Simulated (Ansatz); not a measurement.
# Structure relaxation of CsBi2H4

The calculation used DFT PBE, scalar-relativistic, plane waves, PAW (Ansatz). Cutoff 420 eV, Γ-centred k mesh, Gaussian smearing, no spin polarisation in the final step.

CsBi2H4 was placed on the K2NiF4 structure type (I4/mmm, No. 139), with Cs in place of Ni, Bi in place of K, H in place of F, at a guessed volume.

```
Cs Bi H
1.0
    -2.12418    2.12418    6.92780
     2.12418   -2.12418    6.92780
     2.12418    2.12418   -6.92780
Cs Bi H
1 2 4
Cartesian
  0.0000 0.0000 0.0000
  0.0000 0.0000 4.9017
  0.0000 0.0000 8.9539
  0.0000 2.1242 0.0000
  2.1242 0.0000 0.0000
  0.0000 0.0000 2.1242
  0.0000 0.0000 11.7314
```

Cell and atoms relax at zero pressure; the relaxation can't lower the symmetry of the start. After a coarse first stage the cell is made exact in the group found at 0.06 Å.

The zero of energy is the elements' standard structures at the same level (H₂ as a molecule); no fitted shifts are applied.

**Question.** What does it relax into?

**Answer.** It keeps I4/mmm (No. 139), but not the shape of the type it started on. Conventional cell: a = 4.810 Å, c = 20.346 Å. Cs is coordinated by 4 H at 2.40 Å; around Bi lie 1 H at 1.82 Å; H on Wyckoff site c (2 atoms of the primitive cell) has 2 Cs at 2.40 Å; H on Wyckoff site e (2 atoms of the primitive cell) has 1 Bi at 1.82 Å.

```xyz
7
Lattice="-2.4048 2.4048 10.1731 2.4048 -2.4048 10.1731 2.4048 2.4048 -10.1731" Properties=species:S:1:pos:R:3 pbc="T T T"
Cs    0.0000    0.0000    0.0000
Bi    0.0000    0.0000    5.1276
Bi    0.0000    0.0000   15.2187
H     0.0000    2.4048    0.0000
H     2.4048    0.0000    0.0000
H     0.0000    0.0000    3.3100
H     0.0000    0.0000   17.0362
```

**Question.** What are its volume, energy, density and gap?

**Answer.** The volume per atom is 33.62 Å³, the density is 3.92 g/cm³ and the energy over the elements is 0.53 eV/atom. The gap on the 12×12×12 mesh is 0 eV (a metal).

The final run used a 12×12×12 mesh on its 7-atom cell and 0.10 eV smearing. For metals, differences of a few meV/atom aren't resolved. Spin–orbit coupling is left out. Symmetry constrained the relaxation, so the result can be a saddle point. The steps took of the order of 11 core-minutes in all.